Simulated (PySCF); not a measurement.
Compound: cyclopentanol, C5H10O.
SMILES with atom numbers: `[OH:1][CH:2]1[CH2:3][CH2:4][CH2:5][CH2:6]1` (hydrogens: H7 on O1; H8 on C2; H9, H10 on C3; H11, H12 on C4; H13, H14 on C5; H15, H16 on C6)

Method: core-valence-separated Tamm–Dancoff BHandHLYP/aug-pcX-1 (pcseg-1 on H) in PySCF, non-relativistic, gas phase, PBE0-D3(BJ)/def2-SVP geometry. No empirical shift is added; at this level the pattern usually sits a few eV under experiment.

(1) List the oxygen K-edge absorption lines.

(2) What does the C 1s absorption edge look like?

## Answers

(1) 
```csv
E (eV),f,core hole on,main final orbital
532.01,0.0225,O1,LUMO (38 %)
534.25,0.0026,O1,LUMO+2 (40 %)
534.40,0.0093,O1,LUMO+3 (41 %)
534.46,0.0209,O1,spread
534.57,0.0076,O1,LUMO+1 (35 %)
535.13,0.0024,O1,spread
535.29,0.0003,O1,LUMO+5 (30 %)
```

The first line with a tenth or more of the strongest one's intensity is at 532.01 eV (f = 0.023), with the hole on O1 (alcohol oxygen). It is also the strongest listed.

(2) 
| E (eV) | f | core hole on | main final orbital |
| --- | --- | --- | --- |
| 285.29 | 0.0146 | C3 | LUMO (77 %) |
| 285.36 | 0.0154 | C6 | LUMO (35 %) |
| 285.41 | 0.0301 | C4 + C5 | LUMO+1 (2 roots, f summed) |
| 285.79 | 0.0247 | C3 | spread |
| 285.81 | 0.0207 | C5 | spread |
| 285.92 | 0.0220 | C4 | spread |
| 285.98 | 0.0237 | C6 | LUMO+3 (31 %) |
| 286.38 | 0.0034 | C4 | LUMO (47 %) |
| 286.51 | 0.0047 | C3/C6 | LUMO/LUMO+2 (2 roots, f summed) |
| 286.57 | 0.0263 | C2 | LUMO (65 %) |
| 286.59 | 0.0027 | C5 | LUMO+2 (52 %) |
| 286.64 | 0.0020 | C6 | LUMO+2 (31 %) |
| 286.65 | 0.0045 | C4/C5 | spread (2 roots, f summed) |
| 286.90 | 0.0011 | C3 | LUMO+3 (53 %) |
| 287.04 | 0.0036 | C6 | LUMO+3 (31 %) |
| 287.17 | 0.0050 | C4/C5 | spread (2 roots, f summed) |

The first line with a tenth or more of the strongest one's intensity is at 285.29 eV (f = 0.015), with the hole on C3 (ring CH2 carbon). The strongest listed is at 285.41 eV (f = 0.030, sum of 2; C4 + C5).

Roots within 0.03 eV whose holes lie on the same, on equivalent or on shared atoms are summed into one line, and the highest roots are left out, as the search may have cut off their partners. Final orbitals are the ground state's empty Kohn–Sham orbitals.

Task: What are the wavelength and the wavenumber of the 534.57 eV line?

Result: λ = 12398.42 eV Å/534.57 eV = 23.193 Å; 4.3116 × 10⁶ cm⁻¹.

The list ends where the root search ended, not at a threshold.

One conformer stands for the species.
